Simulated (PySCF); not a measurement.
# Worked example: correlation energy of PH₃, singlet

Geometry: MP2(full)/6-31G*, from the G2/97 set.

```
atom    x (Å)    y (Å)    z (Å)
   P   0.0000   0.0000   0.0665
   H   0.0000   1.2006  -0.6812
   H   1.0398  -0.6003  -0.6812
   H  -1.0398  -0.6003  -0.6812
```

Basis 6-31G; PySCF 2.14.0. Only valence electrons are correlated (noble-gas cores frozen), which leaves 8 electrons in 14 orbitals. R marks a restricted (for open shells ROHF) determinant.

Full CI is exact within this basis and frozen core; it isn't the basis-set limit.

| level | total energy (hartree) |
| --- | --- |
| RHF | -342.396283 |
| RMP2 | -342.459656 |
| RCCSD | -342.480705 |
| RCCSD(T) | -342.481480 |
| RCCSDT | -342.481678 |
| RCCSDT(Q) | -342.481730 |
| full CI | -342.481740 |

What is the correlation energy at full CI, and what share of it do RMP2 and RCCSD(T) recover?

E(corr) = -342.481740 − (-342.396283) = -0.085457 hartree = -2.325 eV. RMP2: -0.063373 / -0.085457 = 74.16 %. RCCSD(T): -0.085197 / -0.085457 = 99.70 %.

By how many kcal/mol does RCCSD(T) miss full CI (1 hartree = 627.509 kcal/mol), and which steps make up the rest?

-342.481480 − (-342.481740) = 0.000260 hartree = 0.16 kcal/mol. Steps: RCCSDT − RCCSD(T) = -0.12, RCCSDT(Q) − RCCSDT = -0.03, full CI − RCCSDT(Q) = -0.01 kcal/mol. That is within 1 kcal/mol of the reference in this basis, which itself misses far more of the correlation at the basis-set limit.
